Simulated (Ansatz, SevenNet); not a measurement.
For α-phase Ga, the machine-learned potential SevenNet-l3i5 (trained on PBE and PBE+U data) gives:

```
Property                Result
---------------  -------------
volume per atom  20.36 Å³/atom
bulk modulus B0       48.7 GPa
```

Problem. What does r²SCAN (plane waves, PAW; Ansatz, a quantum-chemistry and plane-wave program) give for the same quantities?

Solution. 
- equilibrium volume per atom: 19.19 Å³/atom (drops by 5.7 %)
- bulk modulus: 63.4 GPa (increases by 30 %)

Changes are worked out from the printed values.

Unless a cell is named, each level is at its own relaxed cell (SevenNet-l3i5 20.36, r²SCAN 19.20 Å³/atom).

Ansatz's density-functional and Hartree–Fock values are scalar-relativistic unless marked +SOC, with PAW data made under PBE.
